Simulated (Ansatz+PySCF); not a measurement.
Results of a calculation; reference values are marked as such.
# Several solutions for singlet CH4

```xyz
5

C     0.0000    0.0000    0.0000
H     1.3631    1.3631    1.3631
H     0.6340   -0.6340   -0.6340
H    -0.6340    0.6340   -0.6340
H    -0.6340   -0.6340    0.6340
```

Basis set: 6-31G (spherical functions). Charge 0, multiplicity 1.

PBE0 (unrestricted) was run from several starts with Ansatz (development build ahead of 0.2.0) and PySCF 2.14.0.

```json
{"run": "A", "program": "Ansatz", "start": "search for the lowest state", "converged": "yes", "energy (hartree)": "-40.27739", "<S²>": "0.68"}
{"run": "B", "program": "PySCF", "start": "program defaults", "converged": "yes", "energy (hartree)": "-40.26234", "<S²>": "0.00"}
{"run": "C", "program": "Ansatz", "start": "atomic start, no search", "converged": "yes", "energy (hartree)": "-40.26234", "<S²>": "0.00"}
{"run": "D", "program": "Ansatz", "start": "stability test followed", "converged": "yes", "energy (hartree)": "-40.27739", "<S²>": "0.68"}
```

Task: Which runs reached the lowest solution of this kind, and what is wrong with the others?

Result: A, D reached the lowest solution found. Converged but too high: B by 0.41 eV, C by 0.41 eV. Convergence only shows a stationary point, and even a stable one can lie too high; stability tests and further starts are what find lower ones. Caution: charge can spread falsely over distant fragments. Caution: the unrestricted determinant is spin contaminated.
